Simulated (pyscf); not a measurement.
HN=Ti(Cl)–Cl + hydrogen (H₂) → H₂N–TiH(Cl)–Cl, gas phase, singlet surface. Structures and frequencies: ωB97X-D3(BJ)/def2-SVP in PySCF. ΔG in kcal/mol from ωB97M-D3(BJ)/def2-TZVP energies (ideal gas, 1 atm, RRHO with modes under 100 cm⁻¹ raised to 100, one conformer, R ln 2 for chiral ones without a mode under 150 cm⁻¹).

```json
[
 {"T (K)": "298", "ΔG": "-20.1"},
 {"T (K)": "600", "ΔG": "-11.9"},
 {"T (K)": "900", "ΔG": "?"},
 {"T (K)": "1200", "ΔG": "+4.5"}
]
```

Question: Fit a line to the three values, predict ΔG at 900 K, and estimate where the reaction turns unfavourable at 1 atm of each gas.

Answer: Least squares gives ΔG = -28.2 + 27.3 × T/1000 K, so ΔS is about -114 J/(mol K) and ΔH about -28.2 kcal/mol over this range (ΔH at 298 K: -28.1). At 900 K the line gives -3.6; the computed value is -3.6. ΔG = 0 falls near 1030 K; 1 kcal/mol in the energy moves that by 37 K. This is thermodynamics alone and says nothing of the barrier.
